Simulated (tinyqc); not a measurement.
Worked calculation: ROHF in the sto-3g basis, for LiH, spin multiplicity 3. One step of it, computed by the program tinyqc.

Task: Iteration 1: building the Fock matrix. J_ij = sum D_kl (ij|kl) with D = D(alpha) + D(beta), K_ij = sum D_kl (ik|jl) for each spin; F = H + J - K(s); E = tr D H + tr D J / 2 - 0.5 sum_s tr D(s) K(s) + E_nn.

D(alpha) at the start, lower triangle:
```
            1Li 1s     1Li 2s    1Li 2px    1Li 2py    1Li 2pz     2H 1s
1Li 1s    0.065881
1Li 2s    0.040526   0.884981
1Li 2px  -0.084575  -0.002681   0.672359
1Li 2py  -0.183284   0.006210  -0.190262   0.859636
1Li 2pz   0.002330  -0.281099   0.031741  -0.084825   0.097522
2H 1s    -0.138838   0.029146   0.414131   0.225338  -0.021714  0.401597
```

D(beta) at the start, lower triangle:
```
            1Li 1s     1Li 2s    1Li 2px    1Li 2py   1Li 2pz     2H 1s
1Li 1s    0.003450
1Li 2s    0.026854   0.209054
1Li 2px  -0.040888  -0.318303   0.484643
1Li 2py   0.023020   0.179208  -0.272860   0.153624
1Li 2pz  -0.011443  -0.089078   0.135629  -0.076361  0.037956
2H 1s    -0.019461  -0.151497   0.230667  -0.129869  0.064553  0.109787
```

core Hamiltonian H = T + V (hartree), lower triangle:
```
            1Li 1s     1Li 2s    1Li 2px    1Li 2py    1Li 2pz      2H 1s
1Li 1s   -4.577572
1Li 2s   -1.025930  -1.275330
1Li 2px   0.000000   0.000000  -1.037286
1Li 2py   0.000000   0.000000   0.000000  -1.037286
1Li 2pz  -0.004329  -0.051309   0.000000   0.000000  -1.069458
2H 1s    -0.006635  -0.146161   0.000000   0.000000  -0.223363  -0.981012
```

Two-electron integrals (ij|kl) in chemists' order, unique and non-zero (hartree):
```
(11|11) 1.680395   (21|11) 0.265420   (21|21) 0.049941   (22|11) 0.397727
(22|21) 0.092860   (22|22) 0.290562   (31|31) 0.008981   (32|31) 0.013788
(32|32) 0.064184   (33|11) 0.396640   (33|21) 0.092880   (33|22) 0.290497
(33|33) 0.312946   (41|41) 0.008981   (42|41) 0.013788   (42|42) 0.064184
(43|43) 0.016869   (44|11) 0.396640   (44|21) 0.092880   (44|22) 0.290497
(44|33) 0.279207   (44|44) 0.312946   (51|51) 0.008981   (52|51) 0.013788
(52|52) 0.064184   (53|53) 0.016869   (54|54) 0.016869   (55|11) 0.396640
(55|21) 0.092880   (55|22) 0.290497   (55|33) 0.279207   (55|44) 0.279207
(55|55) 0.312946   (61|11) 0.001392   (61|21) 0.000275   (61|22) 0.000560
(61|33) 0.000549   (61|44) 0.000549   (61|51) 0.000048   (61|52) 0.000103
(61|55) 0.000584   (61|61) 1.88e-06   (62|11) 0.024679   (62|21) 0.005935
(62|22) 0.023124   (62|33) 0.021752   (62|44) 0.021752   (62|51) 0.000766
(62|52) 0.007161   (62|55) 0.025836   (62|61) 0.000045   (62|62) 0.005515
(63|31) 0.000166   (63|32) 0.001250   (63|53) 0.000682   (63|63) 0.000164
(64|41) 0.000166   (64|42) 0.001250   (64|54) 0.000682   (64|64) 0.000164
(65|11) 0.037826   (65|21) 0.009107   (65|22) 0.035751   (65|33) 0.033518
(65|44) 0.033518   (65|51) 0.001193   (65|52) 0.011275   (65|55) 0.040167
(65|61) 0.000069   (65|62) 0.008811   (65|65) 0.014092   (66|11) 0.171477
(66|21) 0.041349   (66|22) 0.170012   (66|33) 0.159676   (66|44) 0.159676
(66|51) 0.004329   (66|52) 0.050385   (66|55) 0.190348   (66|61) 0.000301
(66|62) 0.057110   (66|65) 0.092227   (66|66) 0.774606
```

nuclear repulsion = 0.51443021 hartree

Give: Coulomb J; exchange K(alpha); exchange K(beta); F(alpha); F(beta); total energy of this density.

Result:

Coulomb J (hartree), lower triangle:
```
          1Li 1s   1Li 2s  1Li 2px  1Li 2py  1Li 2pz   2H 1s
1Li 1s    1.5864
1Li 2s    0.3613   1.1120
1Li 2px  -0.0109  -0.0431   1.1197
1Li 2py   0.0023   0.0196  -0.0156   1.1148
1Li 2pz  -0.0083  -0.0228   0.0065  -0.0053   1.1005
2H 1s     0.0021   0.1018  -0.0004   0.0002   0.1590  0.9284
```

exchange K(alpha) (hartree), lower triangle:
```
          1Li 1s   1Li 2s  1Li 2px  1Li 2py  1Li 2pz   2H 1s
1Li 1s    0.1907
1Li 2s    0.1370   0.3742
1Li 2px  -0.0343  -0.0004   0.2851
1Li 2py  -0.0735  -0.0122  -0.0563   0.3406
1Li 2pz  -0.0340  -0.0968   0.0236  -0.0174   0.1191
2H 1s    -0.0185   0.0327   0.0672   0.0331   0.0346  0.3119
```

exchange K(beta) (hartree), lower triangle:
```
          1Li 1s   1Li 2s  1Li 2px  1Li 2py  1Li 2pz   2H 1s
1Li 1s    0.0364
1Li 2s    0.0403   0.1036
1Li 2px  -0.0504  -0.1120   0.1688
1Li 2py   0.0284   0.0630  -0.0808   0.0708
1Li 2pz  -0.0162  -0.0361   0.0480  -0.0271   0.0401
2H 1s    -0.0085  -0.0150   0.0342  -0.0192   0.0144  0.0799
```

F(alpha) (hartree), lower triangle:
```
          1Li 1s   1Li 2s  1Li 2px  1Li 2py  1Li 2pz    2H 1s
1Li 1s   -3.1819
1Li 2s   -0.8017  -0.5375
1Li 2px   0.0234  -0.0426  -0.2027
1Li 2py   0.0758   0.0318   0.0407  -0.2630
1Li 2pz   0.0215   0.0227  -0.0170   0.0121  -0.0881
2H 1s     0.0140  -0.0771  -0.0676  -0.0329  -0.0990  -0.3645
```

F(beta) (hartree), lower triangle:
```
          1Li 1s   1Li 2s  1Li 2px  1Li 2py  1Li 2pz    2H 1s
1Li 1s   -3.0276
1Li 2s   -0.7049  -0.2670
1Li 2px   0.0395   0.0689  -0.0864
1Li 2py  -0.0261  -0.0434   0.0652   0.0067
1Li 2pz   0.0036  -0.0380  -0.0415   0.0217  -0.0091
2H 1s     0.0040  -0.0294  -0.0346   0.0195  -0.0788  -0.1325
```

total energy of this density = -2.678781 hartree
